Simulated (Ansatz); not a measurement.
**CH₆Si, singlet: reading a ladder of total energies**

Geometry: MP2(full)/6-31G*, from the G2/97 set.

```csv
atom,x (Å),y (Å),z (Å)
C,0.0000,0.0000,-1.2762
Si,0.0000,0.0000,0.6040
H,0.0000,-1.0198,-1.6681
H,-0.8831,0.5099,-1.6681
H,0.8831,0.5099,-1.6681
H,0.0000,1.3912,1.1270
H,-1.2048,-0.6956,1.1270
H,1.2048,-0.6956,1.1270
```

Basis STO-3G; Ansatz 0.2.0. Only valence electrons are correlated (noble-gas cores frozen), which leaves 14 electrons in 14 orbitals. R marks a restricted (for open shells ROHF) determinant.

Full CI is exact within this basis and frozen core; it isn't the basis-set limit.

Runs differ by some tens of microhartree through their thresholds, so steps under 0.03 kcal/mol mean nothing.

```tsv
level	total energy (hartree)
RHF	-326.505101
RMP2	-326.601793
RCCSD	-326.640139
RCCSD(T)	-326.640855
RCCSDT	-326.641107
RCCSDT(Q)	-326.641201
RCCSDTQ	-326.641219
full CI	-326.641220
```

Question: What is the correlation energy at full CI, and what share of it do RMP2 and RCCSDT recover?

Answer: E(corr) = -326.641220 − (-326.505101) = -0.136119 hartree = -3.704 eV. RMP2: -0.096692 / -0.136119 = 71.03 %. RCCSDT: -0.136006 / -0.136119 = 99.92 %.

Question: By how many kcal/mol does RCCSD(T) miss full CI (1 hartree = 627.509 kcal/mol), and which steps make up the rest?

Answer: -326.640855 − (-326.641220) = 0.000365 hartree = 0.23 kcal/mol. Steps: RCCSDT − RCCSD(T) = -0.16, RCCSDT(Q) − RCCSDT = -0.06, RCCSDTQ − RCCSDT(Q) = -0.01, full CI − RCCSDTQ = 0.00 kcal/mol. That is within 1 kcal/mol of the reference in this basis, which itself misses far more of the correlation at the basis-set limit.
